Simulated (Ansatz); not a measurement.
Two structures of C₂H₃N, singlet, reached by relaxing down either side of one saddle point (PBE0-D4/def2-TZVP). Energies are electronic, without zero-point energy. Computed with Ansatz 0.2.0 (basis: def2-TZVPP and def2-QZVPP); correlated methods freeze the cores. Extrapolation: Hartree–Fock as exp(−7.88 √X), correlation as X^−2.97. First:

```tsv
atom	x (Å)	y (Å)	z (Å)
C1	-0.3395	0.1315	0.3235
C2	0.6707	-0.2598	-0.6390
N3	1.4716	-0.5700	-1.4022
H4	-0.3800	1.2188	0.4036
H5	-1.3181	-0.2352	0.0101
H6	-0.1046	-0.2854	1.3040
```

Second:

```xyz
6
angstrom
C -0.2526 0.0544 0.4025
C 1.1067 -0.2382 -1.7631
N 0.4918 -0.1058 -0.7835
H -0.3174 1.1124 0.6598
H -1.2599 -0.3409 0.2646
H 0.2316 -0.4819 1.2197
```

Task: Which bonds change from the first to the second?

Result: C₂H₃N (CC#N) → C₂H₃N ([C][N][CH3]); bonds formed: C1–N3; bonds broken: C1–C2.

Task: Give the saddle point's structure and its height above each. (To be estimated.)

Result: By the calculation: 267.9 kJ/mol above the first and 167.1 kJ/mol above the second (CCSD(T) at an estimated basis limit (MP2 extrapolated from triple and quadruple zeta, plus CCSD(T) − MP2 in triple zeta)).
| atom | x (Å) | y (Å) | z (Å) |
| --- | --- | --- | --- |
| C1 | -0.2601 | 0.0905 | 0.2853 |
| C2 | 0.4472 | 0.0669 | -1.3123 |
| N3 | 1.1607 | -0.5813 | -0.6178 |
| H4 | -0.2740 | 1.1628 | 0.4479 |
| H5 | -1.2335 | -0.3229 | 0.0446 |
| H6 | 0.1599 | -0.4161 | 1.1523 |

T1 diagnostic: at most 0.019.

Labels in which every atom is bracketed show which atoms are joined, not bond orders.

For scale, one of the runs: CCSD(T)/def2-TZVPP, 135 basis functions, launched by `ansatz run in.yaml --threads 2 --pin off --events-out ev --progress --plain --max-ram 4352MiB`. Time: 9.5 s of wall clock on 2 CPU threads of an Arm Neoverse V1; the host was shared. Peak host memory: 0.73 GiB.
